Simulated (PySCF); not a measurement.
Zinc-blende CdS (metastable phase), treated with PBE (GTH pseudopotentials, Gaussian basis, DZ basis; PySCF).

The same calculation (at the measured cell, 24.617 Å³/atom) with different numerical settings:

```csv
run,k mesh,gap on the mesh (eV),total energy (eV/atom)
1,2×2×2,0.914,-765.7424
2,3×3×3,1.045,-766.1489
3,4×4×4,1.078,-766.2147
```

In the column total energy (eV/atom) the first row differs from the last by +0.4723 and the next to last by +0.0658.

The last row is no converged limit: other settings stay fixed.

Spin–orbit coupling is not included.
